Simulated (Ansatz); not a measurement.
# Al2 (triplet): wave-function methods side by side, aug-cc-pVDZ

Aim: climb from Hartree-Fock through coupled cluster and multireference methods for Al2 (triplet) at one geometry and basis, and see what each rung misses.

Program: Ansatz 0.2.0, Gaussian basis. Level of theory: aug-cc-pVDZ, core rule «outside noble gas», up to 10 orbitals frozen. These are calculated values, not measurements.

Plan: UHF; CCSD(T) on ROHF; CCSD(T) on UHF; BCCD(T) on ROHF; CISD; CCSDT(Q) on ROHF; CCSDT(Q) on UHF; CISDTQ; CCSDTQ on ROHF; CCSDTQ on UHF; CASSCF and MRCISD+Q, 6 electrons in 8 orbitals; CASSCF and MRCISD+Q(relaxed), 6 electrons in 8 orbitals; CASSCF and NEVPT2, 6 electrons in 8 orbitals; Full CI.

5 further runs of the same task are left out: 2 that didn't finish, 3 set aside as unsound or not needed.

### 1 The system

The geometry is a PBE0/def2-TZVPD stationary point (not a proven minimum) of the parent state, kept for this charge and spin.

2 atoms, charge 0, spin multiplicity 3.

Atoms are counted from 1 here; the program's logs count them from 0.

Bond lengths: Al1–Al2 2.538 Å.

Geometry (Å):

```csv
atom,x (Å),y (Å),z (Å)
Al1,0.0000,0.0000,0.0000
Al2,0.0000,0.0000,2.5380
```

### 2 UHF

Contents of in.yaml:

```yaml
crystal:
  periodic: [false, false, false]
  atoms:
    - {symbol: Al, position_ang: [0.000000, 0.000000, 0.000000]}
    - {symbol: Al, position_ang: [0.000000, 0.000000, 2.538000]}
basis:
  gaussian: {orbitals: aug-cc-pVDZ}
magnetization: {spin_polarized: true, initial_magnetization: 2}
hamiltonian: {xc: hf}
output: {orbitals: {seedname: orbitals}}
```

Run with:

```sh
ansatz run in.yaml --threads 1 --pin off --events-out ev --progress --plain --max-ram 3956MiB --backend cpu
```

Further steps of the session: CCSD(T) on ROHF; CCSD(T) on UHF; BCCD(T) on ROHF; CISD; CCSDT(Q) on ROHF; CCSDT(Q) on UHF; CISDTQ; CCSDTQ on ROHF; CCSDTQ on UHF; CASSCF and MRCISD+Q, 6 electrons in 8 orbitals; CASSCF and MRCISD+Q(relaxed), 6 electrons in 8 orbitals; CASSCF and NEVPT2, 6 electrons in 8 orbitals; Full CI.

**Question.** What will the summary of the whole plan be? Wanted: FCI below the RHF energy; RMP2 from FCI; UMP2 from FCI; RCCSD from FCI; RCCSD(T) from FCI; UCCSD(T) from FCI; RCCSDT(Q) from FCI; UCCSDT(Q) from FCI; NEVPT2 valence from FCI.

As calculated:

| quantity | value |
| --- | --- |
| FCI below the RHF energy | -3.3790 eV |
| RMP2 from FCI | +989.6 meV |
| UMP2 from FCI | +1038.8 meV |
| RCCSD from FCI | +292.5 meV |
| RCCSD(T) from FCI | +77.1 meV |
| UCCSD(T) from FCI | +79.1 meV |
| RCCSDT(Q) from FCI | +3.6 meV |
| UCCSDT(Q) from FCI | +2.3 meV |
| NEVPT2 valence from FCI | +447.5 meV |
| MRCISD+Q valence from FCI | -23.2 meV |
| MRCISD+Q(relaxed) valence from FCI | -38.6 meV |
| levels within 1 kcal/mol (43 meV) | RCCSDT, UCCSDT, CISDTQ, RCCSDT(Q), UCCSDT(Q), RCCSDTQ, UCCSDTQ, MRCISD+Q valence, MRCISD+Q(relaxed) valence |
| T1 diagnostic | 0.030 |
| effectively unpaired electrons | 2.23 |

RCCSD(T) lands +77.1 meV from the yardstick (2.3 % of the correlation energy). MRCISD+Q valence, MRCISD+Q(relaxed) valence fall below full CI: the +Q correction isn't variational, and the cores differ from full CI's. The occupations show some static correlation. Of the multireference levels listed MRCISD+Q valence comes nearest in total energy (-23.2 meV), which doesn't show that its space is the better one. Coupled cluster took another determinant than the lowest Hartree-Fock one. These misses are within one basis, not against nature; the frozen cores of restricted and unrestricted runs differ, which can shift their rows.
